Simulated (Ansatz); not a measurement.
Species, as SMILES: [CH]=O (CH-O), doublet.
Atoms: C1, O2, H3. Bonds: C1-O2, C1-H3.

Basis-set convergence of the optimised C1-O2 bond length at B3LYP with Ansatz (an electronic-structure program). All functions are spherical. The program fits the integrals of some runs and decomposes those of others, by size. Open shells are unrestricted. No added dispersion term, no relativity. Reference: the value in aug-pcseg-3, 1.1706 Å, itself unsure by roughly 0.0001 Å (its mean distance from aug-cc-pVQZ, def2-QZVPPD, pcseg-3). Deviations are taken from unrounded values.

```json
[
 {"basis": "cc-pVDZ", "functions": "33", "optimised C1-O2 bond length (Å)": "1.1803", "minus reference (Å)": "0.0097"},
 {"basis": "aug-cc-pVDZ", "functions": "55", "optimised C1-O2 bond length (Å)": "1.1803", "minus reference (Å)": "0.0097"},
 {"basis": "cc-pVTZ", "functions": "74", "optimised C1-O2 bond length (Å)": "1.1730", "minus reference (Å)": "0.0024"},
 {"basis": "jun-cc-pV(T+d)Z", "functions": "92", "optimised C1-O2 bond length (Å)": "1.1728", "minus reference (Å)": "0.0022"},
 {"basis": "aug-cc-pVTZ", "functions": "115", "optimised C1-O2 bond length (Å)": "1.1727", "minus reference (Å)": "0.0021"},
 {"basis": "cc-pVQZ", "functions": "140", "optimised C1-O2 bond length (Å)": "1.1709", "minus reference (Å)": "0.0003"},
 {"basis": "aug-cc-pVQZ", "functions": "206", "optimised C1-O2 bond length (Å)": "1.1708", "minus reference (Å)": "0.0002"}
]
```

The smallest set listed that lies within 0.005 Å of the reference with all its larger relatives (same family, alike in diffuse functions; a set with none counts only in the reference's own line) is cc-pVTZ (74 functions, 0.0024 Å off).
